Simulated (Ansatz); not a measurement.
# CHO₂+ (SMILES O=C=[OH+]): one structure at several levels

A test off equilibrium: a structure displaced at random from a GFN2-xTB minimum is computed at several levels, and each is set against CCSD(T).

Program: Ansatz 0.2.0, Gaussian basis. Level of theory: single points in def2-TZVPP. These are calculated values, not measurements.

Cores are frozen in the correlated methods. B3LYP uses VWN-RPA correlation.

**1. Starting geometry**

SMILES `O=C=[OH+]`, 4 atoms, charge 1, spin multiplicity 1.

Atoms are counted from 1 here; the program's logs count them from 0.

Bond lengths: O1–C2 1.278 Å, C2–O3 1.131 Å, O3–H4 0.904 Å. Angles: O1–C2–O3 169.8°, C2–O3–H4 135.3°.

As a file:

```xyz
4
CHO2
O     0.3361   -0.0638    1.6911
C     0.0809   -0.0566    0.4386
O    -0.1197    0.1482   -0.6559
H    -0.4035   -0.3434   -1.3600
```

**2. CCSD(T)/def2-TZVPP**

run/in.yaml reads:

```yaml
crystal:
  periodic: [false, false, false]
  atoms:
    - {symbol: O, position_ang: [0.336100, -0.063800, 1.691100]}
    - {symbol: C, position_ang: [0.080900, -0.056600, 0.438600]}
    - {symbol: O, position_ang: [-0.119700, 0.148200, -0.655900]}
    - {symbol: H, position_ang: [-0.403500, -0.343400, -1.360000]}
basis:
  gaussian: {orbitals: def2-TZVPP}
total_charge: 1
correlation: {method: ccsd_t}
output: {forces: true}
```

No record of the launch command was kept for these runs.

**3. PBE0-D4/def2-TZVPP**

run/in.yaml, as its differences from that of step 2:

```diff
@@ -10,3 +10,3 @@
 total_charge: 1
-correlation: {method: ccsd_t}
-output: {forces: true}
+hamiltonian: {xc: pbe0, dispersion: d4}
+output: {forces: true, orbitals: {seedname: orbitals}}
```

**4. wB97M-V/def2-TZVPP**

run/in.yaml, as its differences from that of step 3:

```diff
@@ -10,3 +10,3 @@
 total_charge: 1
-hamiltonian: {xc: pbe0, dispersion: d4}
-output: {forces: true, orbitals: {seedname: orbitals}}
+hamiltonian: {xc: {name: wB97M-V}}
+output: {forces: true}
```

**5. r2SCAN-D4/def2-TZVPP**

run/in.yaml, as its differences from that of step 4:

```diff
@@ -10,3 +10,3 @@
 total_charge: 1
-hamiltonian: {xc: {name: wB97M-V}}
+hamiltonian: {xc: r2scan, dispersion: d4}
 output: {forces: true}
```

**6. PBE-D4/def2-TZVPP**

run/in.yaml, as its differences from that of step 5:

```diff
@@ -10,3 +10,3 @@
 total_charge: 1
-hamiltonian: {xc: r2scan, dispersion: d4}
+hamiltonian: {xc: pbe, dispersion: d4}
 output: {forces: true}
```

**7. B3LYP-D4/def2-TZVPP**

run/in.yaml, as its differences from that of step 6:

```diff
@@ -10,3 +10,3 @@
 total_charge: 1
-hamiltonian: {xc: pbe, dispersion: d4}
+hamiltonian: {xc: {name: B3LYP}, dispersion: d4}
 output: {forces: true}
```

**8. B97M-V/def2-TZVPP**

run/in.yaml, as its differences from that of step 7:

```diff
@@ -10,3 +10,3 @@
 total_charge: 1
-hamiltonian: {xc: {name: B3LYP}, dispersion: d4}
+hamiltonian: {xc: {name: B97M-V}}
 output: {forces: true}
```

(Steps that only read results are left out.)

What does the calculation give? Wanted: energy less free atoms, CCSD(T)/def2-TZVPP; RMS force component; RMS force error; HOMO and LUMO, PBE0-D4; T1 diagnostic.

As calculated:

| quantity | value |
| --- | --- |
| energy less free atoms, CCSD(T)/def2-TZVPP | -164.3 kcal/mol |
| RMS force component | 6.272 to 6.572 eV/Å over the methods |
| RMS force error | PBE0-D4 0.515, wB97M-V 0.448, r2SCAN-D4 0.318, PBE-D4 0.239, B3LYP-D4 0.377, B97M-V 0.462 eV/Å |
| HOMO and LUMO, PBE0-D4 | -18.52 and -9.27 eV |
| T1 diagnostic | 0.024 |

In words: Against CCSD(T) the functionals' energies less atoms differ by -40.8 to -8.0 kcal/mol, PBE-D4 by -40.8 kcal/mol. CCSD(T) in triple zeta still lacks some correlation energy of the bonds, so part of these gaps is its own basis error and they don't rank the functionals. For forces PBE-D4 does best and PBE0-D4 worst. Frozen-core CCSD(T) forces in triple zeta carry basis errors of their own, and this is one geometry, so small gaps rank nothing.
